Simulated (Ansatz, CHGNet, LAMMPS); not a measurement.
**hcp Be, lattice parameter a**

Reference value: 2.286 Å (measured, 293 K, no zero-point or thermal correction, sources range from 2.286 to 2.290; as tabulated in Wikipedia's data pages).

| level (code) | value (Å) |
|---|---|
| Lennard-Jones uff-vdw (LAMMPS) | 2.667 |
| CHGNet-r²SCAN (CHGNet) | 2.249 |
| PBE (Ansatz) | 2.264 |
| PBE-D4 (Ansatz) | 2.248 |
| PBE0 (Ansatz) | ___ |

**Question.** What belongs in the gaps?

**Answer.** 
- PBE0 (Ansatz, a first-principles code), value (Å): 2.256

Differences against the reference: Lennard-Jones uff-vdw +16.7 %, CHGNet-r²SCAN -1.62 %, PBE -0.96 %, PBE-D4 -1.66 %, PBE0 -1.31 %.

Leaving aside Lennard-Jones uff-vdw, which can be fitted to such values or carry a doubt: The reference is not for a static lattice or low temperature, so close values are not ranked against it.

The reference has no zero-point or thermal correction, while the calculations are for a static lattice, so the differences are not the levels' errors alone. A static lattice is as a rule a little smaller than the measured one.  Lennard-Jones uff-vdw: the cell moved over 20 % in volume from its start. Lennard-Jones uff-vdw: this is a force field's van der Waals term alone, without bonds or charges. Cutoffs and k meshes differ between the levels. Ansatz's density-functional and Hartree–Fock values are scalar-relativistic unless marked +SOC, with PAW data made under PBE.

Machine-learned potentials (CHGNet-r²SCAN) are trained on DFT data, which may include these solids.

Differences are worked out from the printed values.
